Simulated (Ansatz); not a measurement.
C3H4S3, SMILES `S=C1SCCS1`, 10 atoms. The species carries charge 0 and has multiplicity 1. All runs use 4 threads of an Arm Neoverse V1 on a shared host. Correlated methods freeze the cores.

Q: How many basis functions does each run have, and how long does it take in Ansatz? RHF-CCSD(T)/def2-TZVPP energy; RKS PBE-QIDH (frozen core)/def2-TZVPP energy; RHF-CCSD(T)/def2-SVP energy; RKS PBE0-D4/def2-QZVPP energy; RKS ωB97M-V/def2-SVP energy; RKS revPBE-D4/def2-TZVPP energy; RKS PBE0-D4/def2-TZVP relaxation (7 steps); RKS B3LYP-D4/def2-TZVPP energy and forces; direct RPA on PBE orbitals/def2-TZVPP energy; RKS PBE0-D4/def2-TZVP frequencies; RKS r2SCANh-D4/def2-TZVPP energy; RKS PBE0-D4/def2-SVP energy. (An estimate is asked.)

A: Ansatz gave: Other jobs shared the machine, so times are rough.

```tsv
level	job	functions	wall time	peak host memory (GiB)
RKS PBE0-D4/def2-SVP	energy	116	1.6 s	0.51
RKS revPBE-D4/def2-TZVPP	energy	275	3.1 s	0.46
RKS ωB97M-V/def2-SVP	energy	116	7.5 s	0.51
direct RPA on PBE orbitals/def2-TZVPP	energy	275	7.5 s	0.75
RHF-CCSD(T)/def2-SVP	energy	116	8 s	0.56
RKS B3LYP-D4/def2-TZVPP	energy and forces	275	8 s	1
RKS r2SCANh-D4/def2-TZVPP	energy	275	9 s	0.94
RKS PBE-QIDH (frozen core)/def2-TZVPP	energy	275	9.5 s	0.84
RKS PBE0-D4/def2-QZVPP	energy	501	14 s	2.4
RKS PBE0-D4/def2-TZVP	relaxation (7 steps)	228	42 s	0.77
RKS PBE0-D4/def2-TZVP	frequencies	228	4.1 min	0.77
RHF-CCSD(T)/def2-TZVPP	energy	275	4.5 min	7.1
```

B3LYP here is the variant with VWN-RPA as its local correlation; programs differ in this.
